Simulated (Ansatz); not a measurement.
# HF with HF: structure and interaction energy

How do HF and HF sit together, how strongly do they interact, and which methods get it right?

Computed with Ansatz 0.2.0, Gaussian basis. Level: PBE0-D4 structure, single points in def2-TZVPPD.

Levels: PBE-D4, revPBE-D4, BLYP-D4, r2SCAN-D4, B97M-V, PBE0-D4, B3LYP-D4, HSE06-D4, wB97X-V, wB97M-V, B2PLYP, Hartree-Fock, MP2, CCSD, CCSD(T). The reference is CCSD(T) extrapolated to the basis limit.

Cores are frozen in the correlated methods. B3LYP uses VWN-RPA correlation. B2PLYP carries no dispersion term here.

176 further runs of the same task are left out: 176 set aside as unsound or not needed.

**1. The system as given**

The pair, from a GFN2-xTB docking trial: 4 atoms, charge 0, spin multiplicity 1.

Atoms are counted from 1 here; the program's logs count them from 0.

Bond lengths: F1–H2 0.932 Å, F3–H4 0.938 Å.

Geometry (Å):

```
atom     x (Å)     y (Å)     z (Å)
  F1   0.06600  -0.18150  -0.95780
  H2  -0.02220   0.34600  -1.72050
  F3  -0.04740   0.07720   1.77950
  H4   0.00370  -0.24170   0.89890
```

Atoms 1 to 2 are fragment A (HF), the rest fragment B (HF).

**2. A first relaxation in a small basis**

The input, pre/in.yaml:

```yaml
crystal:
  periodic: [false, false, false]
  atoms:
    - {symbol: F, position_ang: [0.066000, -0.181500, -0.957800]}
    - {symbol: H, position_ang: [-0.022200, 0.346000, -1.720500]}
    - {symbol: F, position_ang: [-0.047400, 0.077200, 1.779500]}
    - {symbol: H, position_ang: [0.003700, -0.241700, 0.898900]}
basis:
  gaussian: {orbitals: def2-SVP}
hamiltonian: {xc: pbe, dispersion: d4}
relax: {f_tol: 0.03, max_steps: 250}
```

Started as:

```console
$ ansatz run in.yaml --threads 2 --pin off --events-out ev --progress --plain --max-ram 5222MiB
```

After this run come: Relaxation at PBE0-D4; PBE-D4/def2-TZVPPD; r2SCAN-D4/def2-TZVPPD; PBE0-D4/def2-TZVPPD; B3LYP-D4/def2-TZVPPD; wB97X-V/def2-TZVPPD; wB97M-V/def2-TZVPPD; B2PLYP/def2-TZVPPD; BLYP-D4/def2-TZVPPD; revPBE-D4/def2-TZVPPD; B97M-V/def2-TZVPPD; HSE06-D4/def2-TZVPPD; CCSD(T)/def2-TZVPPD; Hartree-Fock/STO-3G; PBE-D4/STO-3G; B3LYP-D4/6-31G; SPW92/def2-SVP; PBE-D4/def2-SVP; PBE0-D4/def2-SVP; wB97M-V/def2-SVP; CCSD(T)/def2-SVP; Vibrations of the pair.

What does the calculation give? Wanted: interaction energy, CCSD(T)/CBS; of it Hartree-Fock; D4 term of PBE0-D4; shortest contact; lowest wavenumber.

**Answer**, as computed:

| quantity | value |
| --- | --- |
| interaction energy, CCSD(T)/CBS | -4.53 kcal/mol |
| of it Hartree-Fock (basis limit) | -3.78 kcal/mol |
| D4 term of PBE0-D4 | -0.17 kcal/mol |
| shortest contact | F1–H4 1.80 Å |
| lowest wavenumber | 164 cm⁻¹ |

The pair is bound by 4.53 kcal/mol at fixed fragment shapes. Hartree-Fock gives 84 % of it, so electrostatics, induction and charge transfer lead. Among the functionals wB97X-V lands nearest to CCSD(T)/CBS (-0.10 kcal/mol) and revPBE-D4 farthest (+0.82 kcal/mol). wB97M-V, B2PLYP are as near within the digits shown. By rung, the mean size of the error is: GGA 0.44, meta-GGA 0.44, hybrid 0.24, screened hybrid 0.30, range-separated hybrid 0.10, double hybrid 0.10 kcal/mol. PBE-D4 gives an interaction energy 0.27 kcal/mol too low, an error of 6 % of the reference. CCSD(T) moves by -0.40 kcal/mol from triple zeta to the limit; gaps between functionals far smaller than that don't rank them. A lower arrangement may exist.
